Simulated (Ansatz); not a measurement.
# AlNH5+: one structure at several levels

The task here is to estimate one member of a computed series from the others.

Computed with Ansatz 0.2.0, Gaussian basis. Level: single points in def2-TZVPP.

Cores are frozen in the correlated methods. B3LYP uses VWN-RPA correlation.

### The starting structure

7 atoms, charge 1, spin multiplicity 1.

Atoms are counted from 1 here; the program's logs count them from 0.

Bond lengths: N1–Al2 2.036 Å, N1–H3 0.928 Å, N1–H4 1.015 Å, N1–H5 1.060 Å, Al2–H6 1.425 Å, Al2–H7 1.340 Å. Angles: Al2–N1–H3 110.8°, Al2–N1–H4 117.6°, Al2–N1–H5 111.2°, H3–N1–H4 108.5°, H3–N1–H5 104.0°, H4–N1–H5 103.7°, N1–Al2–H6 111.7°, N1–Al2–H7 111.4°, H6–Al2–H7 135.6°.

Geometry (Å):

```xyz
7
charge 1, multiplicity 1
N    -0.24320   -0.78380   -0.25070
Al    0.35370    1.09840    0.24500
H     0.42020   -1.22510   -0.72570
H    -1.11940   -0.88170   -0.75430
H    -0.38160   -1.38200    0.61300
H    -0.57230    1.72990    1.12550
H     1.61730    1.32650   -0.13880
```

The first run:

run/in.yaml reads:

```yaml
crystal:
  periodic: [false, false, false]
  atoms:
    - {symbol: N, position_ang: [-0.243200, -0.783800, -0.250700]}
    - {symbol: Al, position_ang: [0.353700, 1.098400, 0.245000]}
    - {symbol: H, position_ang: [0.420200, -1.225100, -0.725700]}
    - {symbol: H, position_ang: [-1.119400, -0.881700, -0.754300]}
    - {symbol: H, position_ang: [-0.381600, -1.382000, 0.613000]}
    - {symbol: H, position_ang: [-0.572300, 1.729900, 1.125500]}
    - {symbol: H, position_ang: [1.617300, 1.326500, -0.138800]}
basis:
  gaussian: {orbitals: def2-TZVPP}
total_charge: 1
correlation: {method: ccsd_t}
output: {forces: true}
```

The command line of these runs was not kept.

Steps of the session up to this table: CCSD(T)/def2-TZVPP; PBE0-D4/def2-TZVPP; wB97M-V/def2-TZVPP; r2SCAN-D4/def2-TZVPP; PBE-D4/def2-TZVPP; B3LYP-D4/def2-TZVPP; r2SCAN0-D4/def2-TZVPP.

One table of the session follows, with a row left open; its other results are not shown here.

```
    method  RMS force component (eV/Å)  angle to CCSD(T) forces (°)
   CCSD(T)                       2.288                    reference
   PBE0-D4                           ?                            ?
   wB97M-V                       2.243                          1.1
 r2SCAN-D4                       2.284                          0.6
    PBE-D4                       2.335                          3.2
  B3LYP-D4                       2.249                          0.7
r2SCAN0-D4                       2.262                          2.4
```

Estimate the missing values for PBE0-D4.

As computed: RMS force component (eV/Å): 2.297; angle to CCSD(T) forces (°): 0.7. In the column «RMS force component (eV/Å)» it lies between CCSD(T) (2.288) and PBE-D4 (2.335).
